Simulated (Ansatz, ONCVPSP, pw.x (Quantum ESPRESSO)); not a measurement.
# What a changed setting does to a pw.x run (diamond Ge)

Potential: optimised norm-conserving Vanderbilt (ONCV), ONCVPSP 4.0.1.1 (patched build), PBE; core [Ar] 3d10, reference 4s2 4p2; waves: 4s: rc 1.55 bohr, ncon 4, nbas 8, qcut 4.3 1/bohr, 2 projectors, debl 2.2 Ha; 4p: rc 2.45 bohr, ncon 4, nbas 8, qcut 4.1 1/bohr, 3 projectors, debl 2.5 Ha; d scattering state at 0.2 Ha: rc 2.10 bohr, ncon 3, nbas 6, qcut 4.5 1/bohr, 1 projector; local part: polynomial inside 1.00 bohr (lpopt 5, dvloc0 0 Ha); core correction: none.

The reference run (k-mesh 8³, cutoffs 40/160 Ry, Fermi–Dirac 0.01 Ry, mixing_beta 0.4, conv_thr 1e-9, no spin) gives 0.25 GPa at 23.951 Å³/atom, where all-electron LAPW gives 0.00 GPa. This run, with its own iteration cap, changes degauss to 0.02.

```
&control
  calculation='scf', prefix='x', pseudo_dir='./', outdir='./tmp', tstress=.true., disk_io='none'
/
&system
  ibrav=0, nat=2, ntyp=1, ecutwfc=40, ecutrho=160, nbnd=11,
  occupations='smearing', smearing='fd', degauss=0.02
/
&electrons
  conv_thr=1e-09, mixing_beta=0.4, electron_maxstep=50
/
ATOMIC_SPECIES
Ge 1.0 Ge.UPF
CELL_PARAMETERS angstrom
  0.00000000 2.88253474 2.88253474
  2.88253474 0.00000000 2.88253474
  2.88253474 2.88253474 0.00000000
ATOMIC_POSITIONS crystal
Ge 0.0000 0.0000 0.0000
Ge 0.2500 0.2500 0.2500
K_POINTS automatic
8 8 8 0 0 0
```

```bash
pw.x < Ge.scf.in > Ge.scf.out
```

Q: How does the run end?

A: It converges in 6 iterations; the free energy moves by -10.7 meV/atom and the pressure by +0.19 GPa. In a metal, with Fermi–Dirac smearing, F lies below its zero-width value by a term in the square of the width.

```
Message from routine setup:
     using ibrav=0 with symmetry is DISCOURAGED, use correct ibrav instead
     lattice parameter (alat)  =       7.7035  a.u.
     unit-cell volume          =     323.2587 (a.u.)^3
     number of electrons       =         8.00
     number of Kohn-Sham states=           11
     kinetic-energy cutoff     =      40.0000  Ry
     charge density cutoff     =     160.0000  Ry
     scf convergence threshold =      1.0E-09
     Exchange-correlation= PBE
     number of k points=    29  Fermi-Dirac smearing, width (Ry)=  0.0200
     iteration #  1     ecut=    40.00 Ry     beta= 0.40
     total energy              =     -15.75985633 Ry
     estimated scf accuracy    <       0.02936162 Ry
     iteration #  2     ecut=    40.00 Ry     beta= 0.40
     total energy              =     -15.75895345 Ry
     estimated scf accuracy    <       0.00886389 Ry
     iteration #  3     ecut=    40.00 Ry     beta= 0.40
     total energy              =     -15.75928271 Ry
     estimated scf accuracy    <       0.00010536 Ry
     iteration #  4     ecut=    40.00 Ry     beta= 0.40
     total energy              =     -15.75930300 Ry
     estimated scf accuracy    <       0.00000175 Ry
     iteration #  5     ecut=    40.00 Ry     beta= 0.40
     total energy              =     -15.75930493 Ry
     estimated scf accuracy    <       0.00000018 Ry
     iteration #  6     ecut=    40.00 Ry     beta= 0.40
     the Fermi energy is     5.2638 ev
!    total energy              =     -15.75930497 Ry
     estimated scf accuracy    <          1.6E-10 Ry
     smearing contrib. (-TS)   =      -0.00507490 Ry
     The total energy is F=E-TS. E is the sum of the following terms:
     one-electron contribution =       3.48970703 Ry
     hartree contribution      =       1.20415158 Ry
     xc contribution           =      -4.62551013 Ry
     ewald contribution        =     -15.82257855 Ry
     convergence has been achieved in   6 iterations
          total   stress  (Ry/bohr**3)                   (kbar)     P=        4.36
     Message from routine punch:
     Nothing written, as per user request (disk_io='none')
```

The run took about 7 s on one core of a shared host (Neoverse-N1, 64 threads, 124 GiB, load 58).
